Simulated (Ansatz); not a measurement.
Energy needed to pull apart C$_{2}$H$_{5}$B (SMILES BC=C), singlet, into free ground-state atoms, from the structure below (displaced at random from a GFN2-xTB minimum); no zero-point or spin–orbit terms; open-shell atoms are treated unrestricted, in their ground-state multiplicity.

B1  (-0.632, 0.882, -0.724)
C2  (0.315, 0.254, 0.340)
C3  (0.452, -1.079, 0.484)
H4  (-1.223, 0.228, -1.464)
H5  (-0.775, 2.071, -0.796)
H6  (0.888, 0.877, 0.991)
H7  (-0.070, -1.773, -0.152)
H8  (1.108, -1.536, 1.240)
(Å)

Computed with Ansatz 0.2.0 (basis: def2-TZVPP); correlated methods freeze the cores.

```json
{"method": "SPW92", "atomization energy (eV)": "35.91"}
{"method": "PBE-D4", "atomization energy (eV)": "32.57"}
{"method": "BLYP-D4", "atomization energy (eV)": "32.06"}
{"method": "r2SCAN-D4", "atomization energy (eV)": "?"}
{"method": "PBE0-D4", "atomization energy (eV)": "32.19"}
{"method": "wB97M-V", "atomization energy (eV)": "32.11"}
{"method": "HF", "atomization energy (eV)": "24.82"}
{"method": "MP2", "atomization energy (eV)": "31.61"}
{"method": "CCSD", "atomization energy (eV)": "?"}
{"method": "CCSD(T)", "atomization energy (eV)": "31.26"}
```

Problem. What does r2SCAN-D4 give? (To be estimated.)

Solution. The calculation gives: 32.14 eV, which is about 0.87 eV more than CCSD(T)/def2-TZVPP.

Problem. What does CCSD give? (To be estimated.)

Solution. The calculation gives: 30.89 eV, which is about 0.38 eV less than CCSD(T)/def2-TZVPP.

In triple zeta the MP2 and coupled-cluster atomization energies are still short of their basis limit by a few kcal/mol a bond, whereas those of the functionals are nearly converged, so these differences are not deviations from converged CCSD(T).

The T1 diagnostic stays at or below 0.011. The restricted Hartree–Fock reference is unstable towards an unrestricted one here.

For scale, one of the runs: CCSD(T)/def2-TZVPP forces, 163 basis functions (an equivalent command: `ansatz run in.yaml --threads 4`). Hardware: 4 CPU threads, shared host. Wall time 61 s; peak host memory 2.5 GiB.
